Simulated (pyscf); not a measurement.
Multi-bond step: PH₃ + H₂B–OH -> HO–BH–PH₂ + hydrogen (H₂)

Gas phase, singlet surface, charge 0. Bonds broken: P1–H4, P1–H8, B2–H5. Bonds formed: P1–B2, P1–H5, H4–H8. Structures and frequencies: ωB97X-D3(BJ)/def2-SVP in PySCF.

Transition state (Å):

```xyz
9

P     -1.3139    -0.4692    -0.3432
B     -0.3629     1.1004     0.6494
H     -0.1764    -1.2506    -0.6722
H     -1.8820    -0.7938    -1.8739
H     -0.3343     0.0709     1.3811
H     -1.2183     1.9080     0.9601
O      0.8856     1.4957     0.1829
H     -1.2755    -0.1590    -1.9739
H      0.8855     2.4195    -0.0824
```

One imaginary mode, 861i cm⁻¹; descent along it reached the two sides named.

| bond | change | reactant side (Å) | saddle | product side |
|---|---|---|---|---|
| P1–H4 | breaks | 1.425 | 1.665 | 3.7 |
| P1–H8 | breaks | 1.423 | 1.660 | 3.4 |
| B2–H5 | breaks | 1.209 | 1.263 | 2.515 |
| P1–B2 | forms | 3.1 | 2.086 | 1.918 |
| P1–H5 | forms | 3.3 | 2.055 | 1.421 |
| H4–H8 | forms | 2.089 | 0.884 | 0.761 |

Electronic energies relative to the separated reactants (eV):

```
level                   barrier  reaction energy  reverse barrier
----------------------  -------  ---------------  ---------------
ωB97X-D3(BJ)/def2-TZVP     2.39            +0.03             2.36
PBE/def2-TZVP              1.93             0.00             1.93
r²SCAN/def2-TZVP           2.10            -0.01             2.11
B3LYP-D3(BJ)/def2-TZVP     2.31            +0.08             2.23
PBE0-D3(BJ)/def2-TZVP      2.10            +0.02             2.08
M06-2X/def2-TZVP           2.32            +0.08             2.24
ωB97M-D3(BJ)/def2-TZVP     2.35            +0.12             2.24
HF/def2-TZVP               3.32            +0.37             2.96
```

With ωB97M-D3(BJ)/def2-TZVP energies and thermal terms (ideal gas, 1 atm, RRHO with modes under 100 cm⁻¹ raised to 100, one conformer, R ln 2 for chiral ones without a mode under 150 cm⁻¹), in eV:

```tsv
T (K)	ΔH‡	ΔG‡	ΔH	ΔG
298	2.30	2.73	+0.03	+0.10
600	2.33	3.15	+0.09	+0.14
900	2.37	3.56	+0.14	+0.16
1200	2.40	3.95	+0.17	+0.16
```

The reactants may also form a dative adduct at H₂B–OH; it and routes through it were not searched. This saddle turned up in a search for another step; its sides and bond changes are read from the two ends of the descent. The same reactants have a lower exit, to H₂B–PH₂ + H₂O (barrier +1.75 eV at ωB97M-D3(BJ)/def2-TZVP, against +2.35 eV here). One saddle was located; it need not be the lowest between these sides.
